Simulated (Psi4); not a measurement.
Process, species as SMILES: C=CF → C=[C-]F + H+
B3LYP-D3(BJ)/def2-TZVP geometries, fixed; electronic energies without zero-point terms.

Effect of the treatment of two-electron integrals at MP2/cc-pVTZ with Psi4, against the last row, where the deprotonation energy is 406.82 kcal/mol. Cores are frozen. The proton leaves the site shown, which need not be the most acidic.

| setting | largest shift of a total energy (mEh) | shift of the deprotonation energy (kcal/mol) |
|---|---|---|
| scf_type: df | 0.208 | 0.003 |
| scf_type: cd | 0.052 | 0.005 |
| scf_type: pk | 0.000 | 0.000 |

Within 0.02 kcal/mol in the deprotonation energy: scf_type: df; scf_type: cd. The largest shift is 0.208 mEh in a total energy and 0.005 kcal/mol in the difference.
